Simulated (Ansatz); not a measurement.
# C₂H₄FNO: an energy map over bond length C2–F3 and angle F3–C2–C4

A grid of calculations on C2H4FNO, SMILES NC(F)C=O, to see where the energy is lowest and how it rises around there.

Computed with Ansatz 0.2.0. Level: RHF/def2-TZVP.

## (1) Where the work starts

SMILES `NC(F)C=O`, 9 atoms, charge 0, spin multiplicity 1.

Atoms are counted from 1 here; the program's logs count them from 0.

Bond lengths: N1–C2 1.406 Å, N1–H6 1.025 Å, N1–H7 1.027 Å, C2–F3 1.424 Å, C2–C4 1.529 Å, C2–H8 1.110 Å, C4–O5 1.209 Å, C4–H9 1.136 Å. Angles: C2–N1–H6 113.6°, C2–N1–H7 112.3°, H6–N1–H7 109.3°, N1–C2–F3 114.0°, N1–C2–C4 109.3°, N1–C2–H8 111.2°, F3–C2–C4 104.9°, F3–C2–H8 107.3°, C4–C2–H8 109.8°, C2–C4–O5 124.9°, C2–C4–H9 112.7°, O5–C4–H9 122.4°.

Coordinates:

```xyz
9

N     0.3499    0.6593    1.0307
C    -0.4190   -0.1625    0.1880
F    -0.4030   -1.5403    0.5494
C     0.1604   -0.1201   -1.2263
O    -0.4445    0.2362   -2.2111
H    -0.0244    0.7347    1.9820
H     1.3316    0.3618    1.0754
H    -1.4801    0.1623    0.1698
H     1.2384   -0.4769   -1.2697
```

This geometry comes from a loose relaxation at PBE in a small basis, which is not shown.

## (2) Geometry optimisation

Input file input.yaml:

```yaml
crystal:
  periodic: [false, false, false]
  atoms:
    - { symbol: "N", position_ang: [0.349871, 0.65931, 1.030749] }
    - { symbol: C, position_ang: [-0.41896, -0.162469, 0.187955] }
    - { symbol: F, position_ang: [-0.403014, -1.54026, 0.549365] }
    - { symbol: C, position_ang: [0.160418, -0.120108, -1.226295] }
    - { symbol: O, position_ang: [-0.444523, 0.236197, -2.211085] }
    - { symbol: H, position_ang: [-0.02435, 0.734738, 1.982029] }
    - { symbol: H, position_ang: [1.331618, 0.361756, 1.075368] }
    - { symbol: H, position_ang: [-1.48007, 0.162252, 0.169805] }
    - { symbol: H, position_ang: [1.23843, -0.476876, -1.269651] }
basis:
  gaussian: { orbitals: def2-TZVP }
hamiltonian:
  xc: hf
output:
  forces: true
relax:
  f_tol: 0.003
  max_steps: 120
```

On the command line:

```console
$ ansatz run input.yaml --threads 1 --pin off --max-ram 2560MiB --backend cpu --events-out ev --progress --plain --runs-dir out
```

The log of the run (excerpt; [...] marks lines left out):

```text
Warning: RAYON_NUM_THREADS=1 ignored (pool sized by the plan → 1); use --threads N
[...]
Functional definition: HF
[...]
1203 factors; their error is unknown
[...]
mean field -8351.79834983 eV, -306.9229283040 hartree, gradient 9.2e-6 eV, S^2 0.000000; 0 other end points of the search recorded, 0 dependent functions left out
[...]
reference -8351.79834983 eV, -306.9229283040 hartree; 20, 20 occupied and 159, 159 virtual orbitals, 1203 factors
relax step   1: F+E_penalty+E_count = -8351.79834983 eV  Δ(F+E_penalty+E_count) = +0.000e0 eV  max|allowed force component| = 2.855e0 eV/Å  Δτ_max = 0.0000 Å  (37 SCF iters, accepted)
[...]
relax step   4: F+E_penalty+E_count = -8351.98487197 eV  Δ(F+E_penalty+E_count) = -7.488e-3 eV  max|allowed force component| = 5.022e-1 eV/Å  Δτ_max = 0.0405 Å  (35 SCF iters, accepted)
[...]
relax step   7: F+E_penalty+E_count = -8351.99355995 eV  Δ(F+E_penalty+E_count) = -1.974e-4 eV  max|allowed force component| = 6.711e-2 eV/Å  Δτ_max = 0.0144 Å  (35 SCF iters, accepted)
[...]
relax step  10: F+E_penalty+E_count = -8351.99352135 eV  Δ(F+E_penalty+E_count) = +5.686e-4 eV  max|allowed force component| = 1.296e-1 eV/Å  Δτ_max = 0.0362 Å  (36 SCF iters, rejected (line search))
[...]
relax step  13: F+E_penalty+E_count = -8351.99414055 eV  Δ(F+E_penalty+E_count) = -5.061e-5 eV  max|allowed force component| = 6.686e-3 eV/Å  Δτ_max = 0.0018 Å  (36 SCF iters, accepted)
[...]
relax step  14: F+E_penalty+E_count = -8351.99415255 eV  Δ(F+E_penalty+E_count) = -1.200e-5 eV  max|allowed force component| = 4.359e-3 eV/Å  Δτ_max = 0.0056 Å  (35 SCF iters, accepted)
[...]
relax step  15: F+E_penalty+E_count = -8351.99415469 eV  Δ(F+E_penalty+E_count) = -2.146e-6 eV  max|allowed force component| = 2.539e-3 eV/Å  Δτ_max = 0.0020 Å  (37 SCF iters, accepted)
1203 factors; their error is unknown
mean field -8351.99415469 eV, -306.9301240000 hartree, gradient 1.0e-5 eV, S^2 0.000000; 1 other end points of the search recorded, 0 dependent functions left out
[...]
reference -8351.99415469 eV, -306.9301240000 hartree; 20, 20 occupied and 159, 159 virtual orbitals, 1203 factors
Total energy: -8351.99415469 eV, -306.9301240000 hartree
Atom 0 at     0.349751     0.654145     1.029437 Å, force    -0.001937    -0.001364    -0.000202 eV/Å
Atom 1 at    -0.402194    -0.176108     0.179848 Å, force     0.001205     0.002539    -0.001681 eV/Å
Atom 2 at    -0.361483    -1.498020     0.563990 Å, force     0.000623    -0.001552     0.000539 eV/Å
Atom 3 at     0.164237    -0.130709    -1.228238 Å, force    -0.001893    -0.000362     0.000729 eV/Å
Atom 4 at    -0.424859     0.299118    -2.150924 Å, force     0.001440    -0.000601     0.001479 eV/Å
Atom 5 at    -0.058045     0.753642     1.933623 Å, force     0.000396    -0.000203    -0.000113 eV/Å
Atom 6 at     1.300025     0.361188     1.119039 Å, force     0.000340     0.000376    -0.000259 eV/Å
Atom 7 at    -1.437207     0.126247     0.168063 Å, force     0.000832     0.000690    -0.000547 eV/Å
Atom 8 at     1.179194    -0.534962    -1.326597 Å, force    -0.001006     0.000477     0.000054 eV/Å
Dipole moment:     0.282940     0.014501     0.564467 e Å
```

Wall time 75 s (1 thread of Arm Neoverse V2, shared host); peak memory 0.36 GiB.

The steps of the relaxation: (the energy doesn't fall at every step)

```csv
step,energy from step 1 (eV),largest force component (eV/Å)
1,0.0000,2.8546
2,-0.1790,0.6820
3,-0.1660,1.1296
4,-0.1865,0.5022
5,-0.1947,0.0774
6,-0.1950,0.0291
7,-0.1952,0.0671
8,-0.1956,0.0252
9,-0.1957,0.0356
10,-0.1952,0.1296
11,-0.1957,0.0258
12,-0.1957,0.0228
13,-0.1958,0.0067
14,-0.1958,0.0044
15,-0.1958,0.0025
```

Distances of close pairs at the start and the end, largest changes first:

```csv
bond,before (Å),after (Å),change (Å)
C2–F3,1.424,1.377,-0.047
C4–H9,1.136,1.097,-0.039
C4–O5,1.209,1.176,-0.033
C2–H8,1.110,1.078,-0.031
N1–H7,1.027,0.998,-0.028
N1–H6,1.025,0.997,-0.028
C2–C4,1.529,1.518,-0.010
N1–C2,1.406,1.406,-0.000
```

## (3) Setting up the map

First coordinate, bond length C2–F3: 15 values from 1.184 to 1.928 Å. Second coordinate, angle F3–C2–C4: 15 values from 71 to 141 °.

Nothing else is relaxed (all other coordinates rigid). Energies count from the relaxed molecule at the same level.

Of the runs on the grid, 3 are shown in the steps below; the others differ only in the two coordinates.

## (4) Grid point bond length C2–F3 = 1.184 Å, angle F3–C2–C4 = 106°

Input file input.yaml:

```yaml
crystal:
  periodic: [false, false, false]
  atoms:
    - { symbol: "N", position_ang: [0.349751, 0.654145, 1.029437] }
    - { symbol: C, position_ang: [-0.402194, -0.176108, 0.179848] }
    - { symbol: F, position_ang: [-0.366854, -1.312788, 0.509343] }
    - { symbol: C, position_ang: [0.164237, -0.130709, -1.228238] }
    - { symbol: O, position_ang: [-0.424859, 0.299118, -2.150924] }
    - { symbol: H, position_ang: [-0.058045, 0.753642, 1.933623] }
    - { symbol: H, position_ang: [1.300025, 0.361188, 1.119039] }
    - { symbol: H, position_ang: [-1.437207, 0.126247, 0.168063] }
    - { symbol: H, position_ang: [1.179194, -0.534962, -1.326597] }
basis:
  gaussian: { orbitals: def2-TZVP }
hamiltonian:
  xc: hf
output:
  forces: true
```

On the command line:

```console
$ ansatz run input.yaml --threads 1 --pin off --max-ram 2560MiB --backend cpu --events-out ev --progress --plain --runs-dir out
```

The log of the run (excerpt; [...] marks lines left out):

```text
Warning: RAYON_NUM_THREADS=1 ignored (pool sized by the plan → 1); use --threads N
[...]
[... 1 set-up line as earlier in the session ...]
[...]
1203 factors; their error is unknown
[...]
mean field -8350.95682728 eV, -306.8920029206 hartree, gradient 2.5e-5 eV, S^2 0.000000; 0 other end points of the search recorded, 0 dependent functions left out
[...]
reference -8350.95682728 eV, -306.8920029206 hartree; 20, 20 occupied and 159, 159 virtual orbitals, 1203 factors
Total energy: -8350.95682728 eV, -306.8920029206 hartree
Atom 0 at     0.349751     0.654145     1.029437 Å, force     0.387971     1.164967     0.308672 eV/Å
Atom 1 at    -0.402194    -0.176108     0.179848 Å, force    -0.569314     9.723923    -3.274111 eV/Å
Atom 2 at    -0.366854    -1.312788     0.509343 Å, force     0.383882   -12.560721     3.789324 eV/Å
Atom 3 at     0.164237    -0.130709    -1.228238 Å, force    -0.138558     1.037363    -0.265523 eV/Å
Atom 4 at    -0.424859     0.299118    -2.150924 Å, force     0.045952    -0.079732    -0.311782 eV/Å
Atom 5 at    -0.058045     0.753642     1.933623 Å, force     0.014100     0.005035     0.014598 eV/Å
Atom 6 at     1.300025     0.361188     1.119039 Å, force     0.002729    -0.035314     0.020013 eV/Å
Atom 7 at    -1.437207     0.126247     0.168063 Å, force    -0.182349     0.878927    -0.257108 eV/Å
Atom 8 at     1.179194    -0.534962    -1.326597 Å, force     0.055588    -0.134448    -0.024083 eV/Å
Dipole moment:     0.261762    -0.198893     0.613207 e Å
```

Run time: 4.4 s. Hardware: 1 thread of Arm Neoverse V2, shared host; peak memory 0.35 GiB.

Energy on the map's scale: 1.04 eV.

## (5) The run at bond length C2–F3 = 1.344 Å, angle F3–C2–C4 = 126°

Edit input.yaml of step 4 so:

```diff
@@ -5,3 +5,3 @@
     - { symbol: C, position_ang: [-0.402194, -0.176108, 0.179848] }
-    - { symbol: F, position_ang: [-0.366854, -1.312788, 0.509343] }
+    - { symbol: F, position_ang: [-0.546818, -1.276336, 0.938083] }
     - { symbol: C, position_ang: [0.164237, -0.130709, -1.228238] }
```

On the command line:

```console
$ ansatz run input.yaml --threads 1 --pin off --max-ram 2560MiB --backend cpu --events-out ev --progress --plain --runs-dir out
```

The log of the run (excerpt; [...] marks lines left out):

```text
Warning: RAYON_NUM_THREADS=1 ignored (pool sized by the plan → 1); use --threads N
[...]
[... 1 set-up line as earlier in the session ...]
[...]
1203 factors; their error is unknown
[...]
mean field -8351.28164319 eV, -306.9039396851 hartree, gradient 1.1e-5 eV, S^2 0.000000; 0 other end points of the search recorded, 0 dependent functions left out
[...]
reference -8351.28164319 eV, -306.9039396851 hartree; 20, 20 occupied and 159, 159 virtual orbitals, 1203 factors
Total energy: -8351.28164319 eV, -306.9039396851 hartree
Atom 0 at     0.349751     0.654145     1.029437 Å, force     0.909438     1.878706    -0.809759 eV/Å
Atom 1 at    -0.402194    -0.176108     0.179848 Å, force    -1.863691     2.110946     2.572576 eV/Å
Atom 2 at    -0.546818    -1.276336     0.938083 Å, force     0.412216    -3.564063    -1.096894 eV/Å
Atom 3 at     0.164237    -0.130709    -1.228238 Å, force     0.513330    -1.526562    -0.042076 eV/Å
Atom 4 at    -0.424859     0.299118    -2.150924 Å, force    -0.021381     0.075999     0.442206 eV/Å
Atom 5 at    -0.058045     0.753642     1.933623 Å, force    -0.060791    -0.089652    -0.142181 eV/Å
Atom 6 at     1.300025     0.361188     1.119039 Å, force    -0.036210    -0.036324     0.002724 eV/Å
Atom 7 at    -1.437207     0.126247     0.168063 Å, force     0.082318     0.974157    -0.828152 eV/Å
Atom 8 at     1.179194    -0.534962    -1.326597 Å, force     0.064772     0.176793    -0.098446 eV/Å
Dipole moment:     0.320946    -0.098385     0.414088 e Å
```

It took 4.2 s on 1 thread of Arm Neoverse V2, shared host; peak memory 0.35 GiB.

Energy on the map's scale: 0.71 eV.

## (6) Grid point bond length C2–F3 = 1.397 Å, angle F3–C2–C4 = 106°

Edit input.yaml of step 5 so:

```diff
@@ -5,3 +5,3 @@
     - { symbol: C, position_ang: [-0.402194, -0.176108, 0.179848] }
-    - { symbol: F, position_ang: [-0.546818, -1.276336, 0.938083] }
+    - { symbol: F, position_ang: [-0.360496, -1.517275, 0.568619] }
     - { symbol: C, position_ang: [0.164237, -0.130709, -1.228238] }
```

On the command line:

```console
$ ansatz run input.yaml --threads 1 --pin off --max-ram 2560MiB --backend cpu --events-out ev --progress --plain --runs-dir out
```

The log of the run (excerpt; [...] marks lines left out):

```text
Warning: RAYON_NUM_THREADS=1 ignored (pool sized by the plan → 1); use --threads N
[...]
[... 1 set-up line as earlier in the session ...]
[...]
1203 factors; their error is unknown
[...]
mean field -8351.98731559 eV, -306.9298726674 hartree, gradient 9.6e-6 eV, S^2 0.000000; 0 other end points of the search recorded, 0 dependent functions left out
[...]
reference -8351.98731559 eV, -306.9298726674 hartree; 20, 20 occupied and 159, 159 virtual orbitals, 1203 factors
Total energy: -8351.98731559 eV, -306.9298726674 hartree
Atom 0 at     0.349751     0.654145     1.029437 Å, force    -0.040823    -0.111398    -0.027086 eV/Å
Atom 1 at    -0.402194    -0.176108     0.179848 Å, force     0.047724    -0.405295     0.157445 eV/Å
Atom 2 at    -0.360496    -1.517275     0.568619 Å, force    -0.020831     0.650365    -0.192847 eV/Å
Atom 3 at     0.164237    -0.130709    -1.228238 Å, force     0.017881    -0.084170     0.009025 eV/Å
Atom 4 at    -0.424859     0.299118    -2.150924 Å, force    -0.003888     0.005210     0.030442 eV/Å
Atom 5 at    -0.058045     0.753642     1.933623 Å, force    -0.001344     0.001090    -0.000461 eV/Å
Atom 6 at     1.300025     0.361188     1.119039 Å, force     0.002033     0.005015    -0.003168 eV/Å
Atom 7 at    -1.437207     0.126247     0.168063 Å, force     0.005472    -0.072025     0.023941 eV/Å
Atom 8 at     1.179194    -0.534962    -1.326597 Å, force    -0.006223     0.011207     0.002708 eV/Å
Dipole moment:     0.285367     0.037311     0.559897 e Å
```

It took 4.2 s on 1 thread of Arm Neoverse V2, shared host; peak memory 0.35 GiB.

Energy on the map's scale: 0.007 eV.

## (7) All points together

225 points were computed. Energies in eV, from the relaxed molecule at the same level:

| angle F3–C2–C4 (°) ↓, bond length C2–F3 (Å) → | 1.184 | 1.238 | 1.291 | 1.344 | 1.397 | 1.450 | 1.503 | 1.556 | 1.609 | 1.662 | 1.716 | 1.769 | 1.822 | 1.875 | 1.928 |
| --- | --- | --- | --- | --- | --- | --- | --- | --- | --- | --- | --- | --- | --- | --- | --- |
| 141 | 3.75 | 2.99 | 2.49 | 2.18 | 2.00 | 1.93 | 1.93 | 1.98 | 2.07 | 2.19 | 2.33 | 2.47 | 2.63 | 2.79 | 2.95 |
| 136 | 3.00 | 2.30 | 1.85 | 1.59 | 1.46 | 1.43 | 1.47 | 1.56 | 1.69 | 1.84 | 2.01 | 2.19 | 2.38 | 2.56 | 2.74 |
| 131 | 2.39 | 1.73 | 1.33 | 1.10 | 1.01 | 1.02 | 1.09 | 1.22 | 1.37 | 1.55 | 1.75 | 1.96 | 2.16 | 2.37 | 2.57 |
| 126 | 1.89 | 1.27 | 0.90 | 0.71 | 0.65 | 0.68 | 0.79 | 0.93 | 1.11 | 1.32 | 1.54 | 1.76 | 1.98 | 2.21 | 2.43 |
| 121 | 1.51 | 0.92 | 0.58 | 0.41 | 0.37 | 0.43 | 0.55 | 0.71 | 0.91 | 1.13 | 1.37 | 1.60 | 1.84 | 2.08 | 2.31 |
| 116 | 1.24 | 0.67 | 0.34 | 0.19 | 0.17 | 0.24 | 0.37 | 0.55 | 0.76 | 0.99 | 1.24 | 1.49 | 1.73 | 1.98 | 2.22 |
| 111 | 1.08 | 0.52 | 0.21 | 0.06 | 0.05 | 0.12 | 0.27 | 0.45 | 0.67 | 0.90 | 1.16 | 1.41 | 1.66 | 1.91 | 2.15 |
| 106 | 1.04 | 0.48 | 0.16 | 0.02 | 0.01 | 0.08 | 0.23 | 0.41 | 0.63 | 0.87 | 1.12 | 1.37 | 1.62 | 1.87 | 2.12 |
| 101 | 1.11 | 0.54 | 0.22 | 0.07 | 0.05 | 0.12 | 0.26 | 0.44 | 0.65 | 0.88 | 1.13 | 1.38 | 1.63 | 1.88 | 2.12 |
| 96 | 1.31 | 0.73 | 0.39 | 0.22 | 0.18 | 0.24 | 0.36 | 0.53 | 0.73 | 0.95 | 1.19 | 1.43 | 1.67 | 1.91 | 2.15 |
| 91 | 1.66 | 1.04 | 0.67 | 0.48 | 0.42 | 0.45 | 0.56 | 0.70 | 0.89 | 1.09 | 1.31 | 1.54 | 1.77 | 1.99 | 2.22 |
| 86 | 2.16 | 1.50 | 1.10 | 0.87 | 0.78 | 0.78 | 0.85 | 0.97 | 1.12 | 1.30 | 1.50 | 1.70 | 1.91 | 2.12 | 2.33 |
| 81 | 2.84 | 2.14 | 1.68 | 1.41 | 1.27 | 1.23 | 1.26 | 1.34 | 1.46 | 1.61 | 1.77 | 1.95 | 2.12 | 2.31 | 2.49 |
| 76 | 3.72 | 2.96 | 2.45 | 2.13 | 1.93 | 1.84 | 1.82 | 1.86 | 1.93 | 2.03 | 2.15 | 2.28 | 2.42 | 2.57 | 2.72 |
| 71 | 4.81 | 3.99 | 3.42 | 3.04 | 2.79 | 2.64 | 2.56 | 2.54 | 2.55 | 2.59 | 2.66 | 2.74 | 2.83 | 2.93 | 3.04 |

On the same grid, largest force on an atom (eV/Å):

```
angle F3–C2–C4 (°) ↓, bond length C2–F3 (Å) →  1.184  1.238  1.291  1.344  1.397  1.450  1.503  1.556  1.609  1.662  1.716  1.769  1.822  1.875  1.928
                                          141   18.8   13.6    9.9    7.3    6.4    6.5    6.7    6.7    6.6    6.5    6.3    6.2    6.1    6.0    6.0
                                          136   17.2   12.1    8.4    5.9    5.6    5.8    6.0    6.0    5.9    5.8    5.7    5.6    5.5    5.4    5.4
                                          131   15.9   10.8    7.2    4.8    4.8    5.0    5.2    5.3    5.3    5.2    5.0    4.9    4.8    4.8    4.7
                                          126   14.9    9.7    6.1    3.8    3.9    4.2    4.4    4.5    4.5    4.4    4.3    4.4    4.3    4.3    4.2
                                          121   14.1    8.9    5.3    2.9    3.0    3.4    3.7    3.8    4.2    4.4    4.5    4.6    4.5    4.5    4.4
                                          116   13.5    8.3    4.6    2.1    2.1    2.5    3.2    3.8    4.3    4.5    4.7    4.7    4.7    4.6    4.5
                                          111   13.2    8.0    4.2    1.5    1.2    2.2    3.2    3.9    4.3    4.6    4.7    4.8    4.7    4.7    4.5
                                          106   13.1    7.9    4.1    1.3    0.7    2.1    3.2    3.9    4.3    4.6    4.7    4.8    4.8    4.7    4.6
                                          101   13.4    8.1    4.4    1.7    1.0    2.1    3.1    3.8    4.2    4.5    4.7    4.7    4.7    4.6    4.5
                                           96   13.9    8.7    5.0    2.5    2.0    2.2    3.0    3.7    4.1    4.4    4.5    4.6    4.6    4.5    4.4
                                           91   14.8    9.6    6.0    3.6    2.9    2.9    3.0    3.5    3.9    4.2    4.3    4.4    4.4    4.3    4.2
                                           86   16.0   10.9    7.3    4.9    3.9    3.8    3.7    3.6    3.8    4.0    4.1    4.1    4.1    4.0    4.0
                                           81   17.6   12.5    8.9    6.5    5.0    4.6    4.5    4.4    4.3    4.1    4.0    3.8    3.8    3.7    3.7
                                           76   19.4   14.4   10.9    8.4    6.7    5.6    5.4    5.2    5.1    4.9    4.8    4.7    4.6    4.5    4.5
                                           71   21.4   16.5   13.0   10.5    8.8    7.5    6.5    6.0    5.9    5.8    5.6    5.5    5.4    5.4    5.4
```

## (8) Outcome

| quantity | value |
| --- | --- |
| lowest point | bond length C2–F3 = 1.397 Å, angle F3–C2–C4 = 106°, 0.007 eV |
| highest computed point | bond length C2–F3 = 1.184 Å, angle F3–C2–C4 = 71°, 4.80 eV above the lowest |
| largest force on an atom (eV/Å) | 0.7 at bond length C2–F3 = 1.397 Å, angle F3–C2–C4 = 106° to 21.4 at bond length C2–F3 = 1.184 Å, angle F3–C2–C4 = 71°; 0.7 at the lowest point |
| time for the whole task | 18 min on 1 thread, shared host |

What this shows: The lowest computed point is at bond length C2–F3 = 1.397 Å, angle F3–C2–C4 = 106°, 0.007 eV from the relaxed molecule at the same level. The grid is coarse, so the lowest point of the scanned range may lie between grid points; coordinates that were held can hide deeper minima. No other kind of well shows on this grid. The highest computed point, bond length C2–F3 = 1.184 Å, angle F3–C2–C4 = 71°, lies 4.80 eV above the lowest. Round the minimum the two coordinates are nearly uncoupled.
